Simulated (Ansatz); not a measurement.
Reaction (SMILES): C=O (CH2-O) → [CH]=O (CH-O) + H atom
B3LYP-D3(BJ)/def2-TZVP geometries, fixed; electronic energies without zero-point terms.
Largest species:
```
C
O 1 1.1989
H 1 1.1075 2 122.05
H 1 1.1075 3 115.91 2 180.00
```
Charge 0, spin multiplicity 1.

Energies in hartree at r2SCAN with Ansatz (a first-principles code); the bond dissociation energy is their sum with the coefficients shown, times 627.509 kcal/mol a hartree. All functions are spherical. Open shells are unrestricted. No added dispersion term, no relativity.

| species | coefficient | part | cc-pVDZ | cc-pVTZ | cc-pVQZ |
|---|---|---|---|---|---|
| C=O (CH2-O) | -1 | r2SCAN | -114.44279 | -114.48152 | -114.49080 |
| [CH]=O (CH-O) | +1 | r2SCAN | -113.80042 | -113.83657 | -113.84571 |
| H atom | +1 | r2SCAN | -0.49921 | -0.49993 | -0.50009 |

Problem. Predict the bond dissociation energy in cc-pV5Z (X = 5): let each r2SCAN step shrink by the ratio of the last two. Compare with the run.

Solution. 
- C=O (CH2-O): steps -0.03873 and -0.00928, ratio 0.240, so r2SCAN -114.49303 (run: -114.49393).
- [CH]=O (CH-O): steps -0.03615 and -0.00914, ratio 0.253, so r2SCAN -113.84802 (run: -113.84872).
- H atom: steps -0.00072 and -0.00016, ratio 0.222, so r2SCAN -0.50013 (run: -0.50016).
Predicted 90.91 kcal/mol; the run in cc-pV5Z gives 91.02, a miss of -0.11. Keeping the value in cc-pVQZ, 90.99, would miss by -0.03. All sums are of the energies as printed.
